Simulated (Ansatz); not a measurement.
The cluster P₃⁻. Total charge -1; singlet. Geometry PBE-D4/def2-TZVPD; atoms count from 1.

```csv
atom,x (Å),y (Å),z (Å)
P1,-1.5728,1.1633,-0.1769
P2,0.0001,0.0001,0.0000
P3,1.5727,-1.1634,0.1769
```

The structure comes from a short search, and lower isomers may exist.

(1) Estimate the Mulliken populations from the PBE0/def2-TZVPD orbitals of Ansatz.

(2) And the Mayer bond orders between bonded heavy atoms (over 0.3)?

Answers

(1) 
| atom | charge (e) |
| --- | --- |
| P1 | -0.38 |
| P2 | -0.23 |
| P3 | -0.38 |
Mulliken values and Mayer orders depend strongly on the basis. With diffuse functions, as here, like atoms can get unlike values, and bond orders can come out too low or too high.

(2) P1–P2 2.27 (1.96 Å); P2–P3 2.27 (1.96 Å). Values over 0.3 also appear between atoms too far apart for a bond (P1–P3 0.55 at 3.93 Å); they arise where an orbital or an unpaired electron spreads over both atoms.
